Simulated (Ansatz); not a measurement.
in.yaml

```yaml
crystal:
  periodic: [false, false, false]
  atoms:
    - {symbol: C, position_ang: [0.000000, 0.000000, 0.077867]}
    - {symbol: P, position_ang: [0.000000, 0.000000, -1.452733]}
    - {symbol: H, position_ang: [0.000000, 0.000000, 1.374867]}
basis:
  gaussian: {orbitals: 6-31G}
magnetization: {spin_polarized: false}
correlation: {method: ccsdtq, electrons: outside_noble_gas}
```

```sh
$ ansatz run in.yaml --threads 1 --pin off --events-out ev --progress --plain --max-ram 2393MiB
```

The program prints:

```
498 factors; integrals over basis functions are off by at most 1.1e-7 eV
mean field evaluation 1: about -10313.3931 eV, gradient 9.1e0 eV
mean field evaluation 2: about -10313.3974 eV, gradient 9.1e0 eV
mean field evaluation 4: about -10313.7475 eV, gradient 2.8e0 eV
mean field evaluation 8: about -10313.7714 eV, gradient 2.3e-5 eV
mean field evaluation 16: about -10313.7710 eV, gradient 2.8e-1 eV
mean field -10313.77144433 eV, -379.0241096539 hartree, gradient 2.5e-6 eV, S^2 0.000000; 0 other end points of the search recorded, 0 dependent functions left out; unrestricted orbitals would lower it
6 core orbitals not correlated: weight in the atoms' cores, before any rotation towards them, 1.000 or more for the frozen orbitals, at most 0.000 for the correlated occupied ones
reference -10313.77144433 eV, -379.0241096539 hartree; 5, 5 occupied and 13, 13 virtual orbitals, 498 factors
second order -4.78359351 eV of doubles, -0.00000000 eV of singles
cycle   1  -4.57280240 eV  change    2.1e-1 eV  update   1.0e-1
cycle   2  -4.92950762 eV  change   -3.6e-1 eV  update   5.9e-2
cycle   3  -5.14730517 eV  change   -2.2e-1 eV  update   2.5e-2
cycle   4  -5.16820549 eV  change   -2.1e-2 eV  update   1.1e-2
cycle   5  -5.19184811 eV  change   -2.4e-2 eV  update   5.3e-3
cycle   6  -5.18706460 eV  change    4.8e-3 eV  update   1.6e-3
cycle   7  -5.18585313 eV  change    1.2e-3 eV  update   7.5e-4
cycle   8  -5.18667281 eV  change   -8.2e-4 eV  update   2.8e-4
cycle   9  -5.18670648 eV  change   -3.4e-5 eV  update   9.3e-5
cycle  10  -5.18663042 eV  change    7.6e-5 eV  update   3.7e-5
cycle  11  -5.18660553 eV  change    2.5e-5 eV  update   1.1e-5
cycle  12  -5.18660575 eV  change   -2.3e-7 eV  update   4.1e-6
cycle  13  -5.18660316 eV  change    2.6e-6 eV  update   1.7e-6
cycle  14  -5.18660370 eV  change   -5.4e-7 eV  update   6.8e-7
Total energy: -10318.95804803 eV, -379.2147138242 hartree
```

For the same geometry and basis full CI lies 5.1 meV lower.

Ran on 1 thread of Arm Neoverse V1, shared host: 8 s wall, 0.17 GiB peak host memory.
